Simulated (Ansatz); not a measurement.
Task: a single point in a Gaussian basis of C5H9N, SMILES C/C=C/CC=N, with Ansatz's Python interface. Give the script and its output. Level of theory: PBE, 6-31G* basis, multiplicity 1.

Script `c5h9n.py`:
```python
# -*- coding: utf-8 -*-
import ansatz as az
import numpy as np
from rdkit import Chem
from rdkit.Chem import AllChem


def main():
    rd = Chem.AddHs(Chem.MolFromSmiles("C/C=C/CC=N"))
    AllChem.EmbedMolecule(rd, randomSeed=878)
    AllChem.UFFOptimizeMolecule(rd)
    molecule = az.Crystal.molecule()
    for atom, xyz in zip(rd.GetAtoms(), rd.GetConformer().GetPositions()):
        molecule = molecule.atom(atom.GetSymbol(), xyz.round(5).tolist())

    calc = (
        molecule.calculation()
        .basis(gaussian="6-31G*")
        .functional("pbe")
        .forces()
    )
    done = calc.run(threads=1, backend="cpu")
    rep = done.report

    print("reference energy %16.6f eV" % rep["reference_energy_ev"])
    print("total energy     %16.6f eV" % rep["free_energy_ev"])
    print("occupied (up, down):", rep["n_occupied"], " virtual:", rep["n_virtual"], " frozen:", rep["n_frozen"])

    state = rep["mean_field"]["state"]
    print(f"mean field: {state['energy']['hartree']:.7f} Ha, <S^2> = {abs(state['spin_squared']):.4f}, stability: {state.get('stability', {}).get('kind')}")

    symbols = [site.symbol for site in molecule.cartesian_sites]
    print("forces (eV/A)")
    for symbol, f in zip(symbols, rep["forces_ev_ang"]):
        print(f"  {symbol:2s} {f[0]:9.4f} {f[1]:9.4f} {f[2]:9.4f}")

    charges = rep["charge_distribution"]
    print("dipole moment", round(4.803205 * float(np.linalg.norm(charges["dipole_moment_e_ang"])), 3), "D")
    print("Mulliken:", [(s, round(q, 3)) for s, q in zip(symbols, charges["mulliken_charges_e"])])


if __name__ == "__main__":
    main()
```

Running `python c5h9n.py` prints:
```text
reference energy     -6811.025519 eV
total energy         -6811.025519 eV
occupied (up, down): [23, 23]  virtual: [85, 85]  frozen: 0
mean field: -250.3005711 Ha, <S^2> = 0.0000, stability: minimum
forces (eV/A)
  C     0.3890   -0.2248    0.2879
  C     0.0006    0.6072   -0.3861
  C     0.0996   -0.6240    0.0949
  C    -0.2235   -0.1354   -0.6522
  C    -1.0052    0.9671    1.2341
  N     0.2632    0.9544   -0.8824
  H     0.0496    0.3288   -0.1708
  H     0.1125    0.0905    0.2874
  H     0.2444   -0.1520   -0.1536
  H    -0.0415   -0.3526    0.1532
  H    -0.0176    0.3443   -0.0811
  H     0.0354   -0.1964    0.1719
  H    -0.1307    0.1909    0.0482
  H     0.0916   -0.9582    0.0773
  H     0.1326   -0.8398   -0.0288
dipole moment 1.48 D
Mulliken: [('C', -0.529), ('C', -0.108), ('C', -0.078), ('C', -0.368), ('C', 0.064), ('N', -0.51), ('H', 0.158), ('H', 0.175), ('H', 0.18), ('H', 0.131), ('H', 0.136), ('H', 0.178), ('H', 0.16), ('H', 0.122), ('H', 0.29)]
```

Total energies depend on the basis set; only differences at equal settings carry meaning. The geometry is a force-field or estimated start, not a minimum of this method, and the basis set is short of its limit. Wall time of the script: 2.7 s on 1 thread of Intel(R) Xeon(R) 6975P-C (Granite Rapids) (shared host), peak memory 0.27 GiB.

(A comment or docstring line of the script was reworded after the run, the code is as it ran; lines on the test bed's own set-up are left out of the output.)
